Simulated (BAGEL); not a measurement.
# doublet C2H7Al+ at 5 levels

We compute a comparison of 5 runs (UHF/STO-3G, UHF/3-21G, ROHF/6-31G*, UHF/6-31G*, ROHF/def2-SVPD) of doublet C2H7Al+. 

The results are computed with BAGEL 1.2.2.

**1. The structure to begin with**

C2H7Al+ has 10 atoms, charge +1, and is taken as a doublet. SMILES of the parent species: `[H][Al]([CH3])[CH3]`. The shape comes from GFN2-xTB, which is rough for such elements, and wasn't checked as a minimum. That shape belongs to the parent species and isn't relaxed for this state.

Bond lengths: Al1–C2 1.990 Å, Al1–C6 1.990 Å, C2–H3 1.097 Å, C2–H4 1.096 Å, C2–H5 1.097 Å, C6–H7 1.096 Å, C6–H8 1.096 Å, C6–H9 1.097 Å, Al1–H10 1.553 Å. Some angles: C2–Al1–C6 128.0°, Al1–C2–H3 113.0°, Al1–C2–H4 113.3°, Al1–C2–H5 111.2°, C2–Al1–H10 116.1°, C6–Al1–H10 115.9°, Al1–C6–H7 113.3°, Al1–C6–H8 113.2°, Al1–C6–H9 111.0°, H3–C2–H4 105.9°.

**2. The energy at UHF/STO-3G (density fitting with qzvpp-jkfit) (run 1)**

File input.json:

```json
{ "bagel" : [

{
  "title" : "molecule",
  "basis" : "sto-3g",
  "df_basis" : "qzvpp-jkfit",
  "angstrom" : true,
  "geometry" : [
    { "atom" : "Al", "xyz" : [   -0.328150,   -0.559670,   -0.003950 ] },
    { "atom" : "C", "xyz" : [    1.655670,   -0.712600,   -0.001960 ] },
    { "atom" : "H", "xyz" : [    2.116600,   -0.290830,    0.899490 ] },
    { "atom" : "H", "xyz" : [    2.130080,   -0.202200,   -0.848360 ] },
    { "atom" : "H", "xyz" : [    1.972350,   -1.761810,   -0.051500 ] },
    { "atom" : "C", "xyz" : [   -1.428840,    1.097750,    0.002520 ] },
    { "atom" : "H", "xyz" : [   -1.312950,    1.697900,   -0.907600 ] },
    { "atom" : "H", "xyz" : [   -1.192160,    1.769420,    0.836240 ] },
    { "atom" : "H", "xyz" : [   -2.496880,    0.860620,    0.084490 ] },
    { "atom" : "H", "xyz" : [   -1.115730,   -1.898580,   -0.009390 ] }
  ]
},
{
  "title" : "uhf",
  "charge" : 1,
  "nopen" : 1
},
{
  "title" : "print",
  "file" : "orbitals.molden",
  "orbitals" : true
}

]}
```

On the command line:

```bash
BAGEL_NUM_THREADS=1 BAGEL input.json > input.out
```

The program printed:

```text
* using 1 threads per process

  ===============================================================
  ===============================================================

  *** Geometry ***

  { "atom" : "Al", "xyz" : [     -0.620114,     -1.057623,     -0.007464 ] },
  { "atom" : "C", "xyz" : [      3.128763,     -1.346619,     -0.003704 ] },
  { "atom" : "H", "xyz" : [      3.999794,     -0.549589,      1.699790 ] },
  { "atom" : "H", "xyz" : [      4.025268,     -0.382103,     -1.603168 ] },
  { "atom" : "H", "xyz" : [      3.727201,     -3.329338,     -0.097321 ] },
  { "atom" : "C", "xyz" : [     -2.700116,      2.074447,      0.004762 ] },
  { "atom" : "H", "xyz" : [     -2.481116,      3.208566,     -1.715115 ] },
  { "atom" : "H", "xyz" : [     -2.252856,      3.343719,      1.580265 ] },
  { "atom" : "H", "xyz" : [     -4.718419,      1.626336,      0.159663 ] },
  { "atom" : "H", "xyz" : [     -2.108424,     -3.587796,     -0.017745 ] },

  Number of auxiliary basis functions:      404

  Since a DF basis is specified, we compute 2- and 3-index integrals:
    o Being stored without compression. Storage requirement is 0.002 GB

  Number of basis functions:       26
  Number of electrons      :       32

    * METHOD: MOLECULE                             0.10

  *** Open-shell HF ***

  === Nuclear Repulsion ===
    94.9802290514

      * DIIS with orbital gradients will be used.

  === UHF iteration (sto-3g) ===
      0       -317.57418978          0.02714981           0.02
      1       -317.63301536          0.00574171           0.02
      2       -317.63822883          0.00180777           0.02
      3       -317.63963333          0.00073499           0.02
      4       -317.64021745          0.00030918           0.02
      5       -317.64043679          0.00006662           0.02
[... 15 lines of this table left out ...]
     21       -317.64046271          0.00000003           0.02
     22       -317.64046271          0.00000001           0.02
    * SCF iteration converged.

    * S^2 (UHF) is 0.8334

    * Permanent dipole moment:
           (   -0.126239,    -0.250274,    -0.001099) a.u.

    * METHOD: UHF                                  0.49

    * METHOD: PRINT                                0.00

  ===============================================================
```

Wall time 0.76 s (1 thread of Arm Neoverse V2, shared host); peak memory 0.083 GiB.

**3. A single-point energy at UHF/3-21G (density fitting with qzvpp-jkfit) (run 2)**

File hf.json:

```json
{ "bagel": [

{
  "title": "molecule",
  "basis": "3-21g",
  "df_basis": "qzvpp-jkfit",
  "angstrom": true,
  "geometry": [
    { "atom": "Al", "xyz": [   -0.328150,   -0.559670,   -0.003950 ] },
    { "atom": "C", "xyz": [    1.655670,   -0.712600,   -0.001960 ] },
    { "atom": "H", "xyz": [    2.116600,   -0.290830,    0.899490 ] },
    { "atom": "H", "xyz": [    2.130080,   -0.202200,   -0.848360 ] },
    { "atom": "H", "xyz": [    1.972350,   -1.761810,   -0.051500 ] },
    { "atom": "C", "xyz": [   -1.428840,    1.097750,    0.002520 ] },
    { "atom": "H", "xyz": [   -1.312950,    1.697900,   -0.907600 ] },
    { "atom": "H", "xyz": [   -1.192160,    1.769420,    0.836240 ] },
    { "atom": "H", "xyz": [   -2.496880,    0.860620,    0.084490 ] },
    { "atom": "H", "xyz": [   -1.115730,   -1.898580,   -0.009390 ] }
  ]
},
{
  "title": "uhf",
  "charge": 1,
  "nopen": 1
},
{
  "title": "print",
  "file": "orbitals.molden",
  "orbitals": true
}

]}
```

On the command line:

```bash
BAGEL_NUM_THREADS=1 BAGEL hf.json > hf.out
```

The program printed:

```text
* using 1 threads per process

  ===============================================================
  ===============================================================

  *** Geometry ***

  { "atom" : "Al", "xyz" : [     -0.620114,     -1.057623,     -0.007464 ] },
  { "atom" : "C", "xyz" : [      3.128763,     -1.346619,     -0.003704 ] },
  { "atom" : "H", "xyz" : [      3.999794,     -0.549589,      1.699790 ] },
  { "atom" : "H", "xyz" : [      4.025268,     -0.382103,     -1.603168 ] },
  { "atom" : "H", "xyz" : [      3.727201,     -3.329338,     -0.097321 ] },
  { "atom" : "C", "xyz" : [     -2.700116,      2.074447,      0.004762 ] },
  { "atom" : "H", "xyz" : [     -2.481116,      3.208566,     -1.715115 ] },
  { "atom" : "H", "xyz" : [     -2.252856,      3.343719,      1.580265 ] },
  { "atom" : "H", "xyz" : [     -4.718419,      1.626336,      0.159663 ] },
  { "atom" : "H", "xyz" : [     -2.108424,     -3.587796,     -0.017745 ] },

  Number of auxiliary basis functions:      404

  Since a DF basis is specified, we compute 2- and 3-index integrals:
    o Being stored without compression. Storage requirement is 0.007 GB

  Number of basis functions:       45
  Number of electrons      :       32

    * METHOD: MOLECULE                             0.11

  *** Open-shell HF ***

  === Nuclear Repulsion ===
    94.9802290514

      * DIIS with orbital gradients will be used.

  === UHF iteration (3-21g) ===
      0       -319.51497950          0.03835452           0.04
      1       -319.59095111          0.01355718           0.04
      2       -319.60182917          0.00657388           0.04
      3       -319.60446032          0.00187578           0.04
      4       -319.60580260          0.00106634           0.04
      5       -319.60636763          0.00025555           0.04
[... 15 lines of this table left out ...]
     21       -319.60642670          0.00000001           0.04
     22       -319.60642670          0.00000001           0.04
    * SCF iteration converged.

    * S^2 (UHF) is 0.7848

    * Permanent dipole moment:
           (    0.522498,     0.888191,     0.003423) a.u.

    * METHOD: UHF                                  0.95

    * METHOD: PRINT                                0.00

  ===============================================================
```

Wall time 1.2 s (1 thread of Arm Neoverse V2, shared host); peak memory 0.083 GiB.

Runs 3 to 4 aren't shown in full; the table further down has their settings and results.

**4. The energy at ROHF/def2-SVPD (density fitting with qzvpp-jkfit) (run 5)**

Edit input.json of step 2 so:

```diff
@@ -4,3 +4,3 @@
   "title" : "molecule",
-  "basis" : "sto-3g",
+  "basis" : "def2-svpd.json",
   "df_basis" : "qzvpp-jkfit",
@@ -20,12 +20,4 @@
 },
-{
-  "title" : "uhf",
-  "charge" : 1,
-  "nopen" : 1
-},
-{
-  "title" : "print",
-  "file" : "orbitals.molden",
-  "orbitals" : true
-}
+{ "title" : "rohf", "charge" : 1, "nopen" : 1 },
+{ "title" : "print", "file" : "orbitals.molden", "orbitals" : true }
```

The basis set def2-SVPD is read from a file made from the Basis Set Exchange's data (not shown).

On the command line:

```bash
BAGEL_NUM_THREADS=1 BAGEL input.json > input.out
```

The program printed:

```text
* using 1 threads per process

  ===============================================================
  ===============================================================

  *** Geometry ***

  { "atom" : "Al", "xyz" : [     -0.620114,     -1.057623,     -0.007464 ] },
  { "atom" : "C", "xyz" : [      3.128763,     -1.346619,     -0.003704 ] },
  { "atom" : "H", "xyz" : [      3.999794,     -0.549589,      1.699790 ] },
  { "atom" : "H", "xyz" : [      4.025268,     -0.382103,     -1.603168 ] },
  { "atom" : "H", "xyz" : [      3.727201,     -3.329338,     -0.097321 ] },
  { "atom" : "C", "xyz" : [     -2.700116,      2.074447,      0.004762 ] },
  { "atom" : "H", "xyz" : [     -2.481116,      3.208566,     -1.715115 ] },
  { "atom" : "H", "xyz" : [     -2.252856,      3.343719,      1.580265 ] },
  { "atom" : "H", "xyz" : [     -4.718419,      1.626336,      0.159663 ] },
  { "atom" : "H", "xyz" : [     -2.108424,     -3.587796,     -0.017745 ] },

  Number of auxiliary basis functions:      404

  Since a DF basis is specified, we compute 2- and 3-index integrals:
    o Being stored without compression. Storage requirement is 0.047 GB

  Number of basis functions:      120
  Number of electrons      :       32

    * METHOD: MOLECULE                             0.18

  *** Open-shell HF ***

  === Nuclear Repulsion ===
    94.9802290514

      * DIIS with orbital gradients will be used.

  === ROHF iteration (def2-svpd.json) ===
      0       -321.04721044          0.02797775           0.13
      1       -321.19011502          0.01483842           0.14
      2       -321.21589908          0.00680613           0.14
      3       -321.22442559          0.00150235           0.14
      4       -321.22604464          0.00104667           0.14
      5       -321.22756637          0.00076907           0.14
      6       -321.22822655          0.00026405           0.14
      7       -321.22960676          0.00008175           0.14
      8       -321.22971874          0.00003868           0.14
      9       -321.22961660          0.00000896           0.14
     10       -321.22969180          0.00000331           0.14
     11       -321.22968665          0.00000104           0.14
     12       -321.22968598          0.00000077           0.14
     13       -321.22968546          0.00000050           0.14
     14       -321.22968521          0.00000036           0.14
     15       -321.22968553          0.00000023           0.14
     16       -321.22968550          0.00000009           0.14
     17       -321.22968545          0.00000003           0.14
     18       -321.22968545          0.00000002           0.14
     19       -321.22968545          0.00000002           0.14
     20       -321.22968546          0.00000001           0.14
    * SCF iteration converged.

    * S^2 (ROHF) is 0.7500

    * Permanent dipole moment:
           (    0.694317,     1.182431,     0.004709) a.u.

    * METHOD: ROHF                                 3.10

    * METHOD: PRINT                                0.02

  ===============================================================
```

Run time: 3.6 s. Hardware: 1 thread of Arm Neoverse V2, shared host; peak memory 0.14 GiB.

**5. Overview of the runs**

| run | level | energy (Eh) | ⟨S²⟩ | wall time |
| --- | --- | --- | --- | --- |
| 1 | UHF/STO-3G (density fitting with qzvpp-jkfit) | -317.640463 | 0.833 | 0.76 s |
| 2 | UHF/3-21G (density fitting with qzvpp-jkfit) | -319.606427 | 0.785 | 1.2 s |
| 3 | ROHF/6-31G* (density fitting with qzvpp-jkfit, spherical functions) | -321.338335 | 0.750 | 1.6 s |
| 4 | UHF/6-31G* (density fitting with qzvpp-jkfit, spherical functions) | -321.344336 | 0.788 | 1.9 s |
| 5 | ROHF/def2-SVPD (density fitting with qzvpp-jkfit) | -321.229685 | 0.750 | 3.6 s |

**6. What came out**

```
           quantity          value
run 5: total energy  -321.22969 Eh
        run 5: ⟨S²⟩          0.750
```

In run 1 the basis is minimal, so the values are rough. All runs together took 9.1 s, the longest 3.6 s.
